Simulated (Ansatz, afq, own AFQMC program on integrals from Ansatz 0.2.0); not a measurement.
Two steps: Ansatz 0.2.0 writes the Fock matrix and Cholesky factors of the valence space, and afq projects on them the lowest state that overlaps trial and start.

```yaml
crystal:
  periodic: [false, false, false]
  atoms:
    - {symbol: Ga, position_ang: [0.000000, 0.000000, 0.000000]}
    - {symbol: Br, position_ang: [0.000000, 0.000000, 2.415800]}
basis:
  gaussian: {orbitals: aug-cc-pVDZ}
total_charge: -1
magnetization: {spin_polarized: false, initial_magnetization: 1}
correlation: {method: ccsd_t, electrons: outside_noble_gas, hamiltonian_folder: ham}
```

```sh
$ ansatz run in.yaml --threads 1 --pin off --events-out ev --progress --plain --max-ram 1843MiB
```

afq runs on the folder ham with

```
--method phaseless --trial cisd --walkers 60 --populations 1 --least-time 40 --time-step 0.005 --steps-per-block 50 --equilibration-blocks 28 --max-blocks 300 --target-error 0.0004 --factor-cut 1e-05 --start spin_pure --seed 6620 --release-times 0.24,0.51,0.99,1.62,2.4 --release-step 0.03 --release-every 4 --taylor-order 6
```

Times are imaginary, in 1/Eh. The walk had a cap of 2099 s. Filled inner d shells are frozen with the cores.

Log:

```
orbitals 44  electrons 6 5  factors 334 of 803
reference energy -4495.67717604 Eh
CCSD correlation -0.19600207 Eh in 11 cycles, weight of the determinant in the CISD state 0.8729
energy of the start -4495.873176 Eh
 block  time / (1/Eh)  mean weight  energy / Eh
     1     0.250  0.9990  -4495.870259
     2     0.500  0.9990  -4495.870819
     3     0.750  0.9994  -4495.872766
     4     1.000  1.0004  -4495.877350
     5     1.250  0.9976  -4495.874579
    10     2.500  0.9988  -4495.877461
    25     6.250  1.0006  -4495.885428
    29     7.250  0.9999  -4495.884069
    49    12.250  1.0007  -4495.879619
    69    17.250  0.9984  -4495.879375
    89    22.250  1.0003  -4495.881718
    97    24.250  1.0016  -4495.874985
   109    27.250  0.9992  -4495.876521
   129    32.250  0.9997  -4495.879427
   149    37.250  1.0000  -4495.875764
   169    42.250  1.0022  -4495.877231
   185    46.250  1.0008  -4495.883928
blocks merged  error / Eh  count
     1  0.000192  160
     2  0.000241  80
     4  0.000289  40
     8  0.000350  20
    16  0.000413  10
released: time / (1/Eh)  energy / Eh  error  mean overlap
  0.24  -4495.879773  0.000391  1.0034
  0.51  -4495.879635  0.000342  0.9973
  0.99  -4495.880037  0.000348  0.9948
  1.62  -4495.879951  0.000407  0.9935
  2.40  -4495.880086  0.000601  1.0057
energy -4495.879266 +/- 0.000350 Eh
(rows thinned)
```

The run passed its tests (sampling time, drift between the halves within three errors, error under three times the target), which doesn't prove that it has relaxed. The second half of the sampling lies above the first by 1.9 errors of their difference, so the energy may still be moving and its error bar be too small.

Against this walk (error 9.5 meV) on the same determinant: CCSD(T) 2.7 meV higher (within the noise), CCSDT(Q) 28.3 meV lower. The error is statistical and leaves out the bias of the constraint. Released to 2.40 1/Eh the energy moves by -22 ± 19 meV (both errors), within twice the noise.

Cautions: constraint bias not in the error; no relativity below Rb; no spin-orbit coupling; inner d shell frozen.

The walk took 6.5 min on 1 thread of Arm Neoverse V1 (shared host). The log's last line is the phaseless energy.

CCSDT and higher add their correlation energy to the determinant of the CCSD(T) run, since their own runs factorise the integrals more tightly (a shift of under 2 meV). A walk keeps the symmetry of its determinant, which the program's search chose and which needn't be the lowest solution, so a lower state of the same spin and another symmetry isn't excluded.
